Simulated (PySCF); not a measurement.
Compound: C4H9P.
Geometry (GFN2-xTB, Å), atoms numbered from 1 in this order:
```
atom  x, y, z in Å
C1     1.641    0.353    0.934
C2     1.150   -0.642    0.215
C3     0.511   -0.481   -1.116
P4    -1.360   -0.613   -1.032
C5    -1.699    0.760    0.161
H6     2.075    0.194    1.907
H7     1.643    1.368    0.569
H8     1.159   -1.652    0.606
H9     0.842   -1.262   -1.805
H10    0.741    0.492   -1.559
H11   -1.369   -1.629   -0.064
H12   -1.633    1.710   -0.368
H13   -2.711    0.649    0.543
H14   -0.989    0.752    0.986
```

The closed-shell SCF was solved with PySCF and density fitting under several settings on one GFN2-xTB geometry (grid level 2 and gas phase unless stated).

```tsv
settings	basis functions	SCF cycles	E (Eh)	HOMO (eV)	LUMO (eV)	dipole (D)
PBE0/pcSseg-1	137	13	-498.8035	-6.73	0.21	0.94
wB97X-D/def2-SVPD	176	12	-498.8988	-8.53	1.89	0.97
KT2/aug-cc-pVDZ	200	14	-504.7882	-5.69	-0.91	0.83
```

Q: Estimate the row for these settings: KT3/6-311G**.

A: 
```json
{"settings": "KT3/6-311G**", "basis functions": "152", "SCF cycles": "15", "E (Eh)": "-504.4012", "HOMO (eV)": "-5.66", "LUMO (eV)": "-0.67", "dipole (D)": "0.99"}
```

Q: Over all rows, what range does the HOMO–LUMO gap span?

A: From 4.78 eV (KT2/aug-cc-pVDZ) to 10.42 eV (wB97X-D/def2-SVPD). The functional of the narrowest has no exact exchange, that of the widest range-separated exact exchange.

Q: And the dipole moment?

A: From 0.83 D (KT2/aug-cc-pVDZ) to 0.99 D (KT3/6-311G**); the largest is 1.19 times the smallest, and the median is 0.95 D.

wB97X-D ran without the empirical dispersion term, which would shift the total energy alone. Cycle counts include a coarse-grid stage where the run had one. All basis functions are spherical, in the Pople sets too. KT2 and KT3 were designed for NMR shieldings or shifts; total energies of different functionals aren't comparable.

One conformer stands for the species.
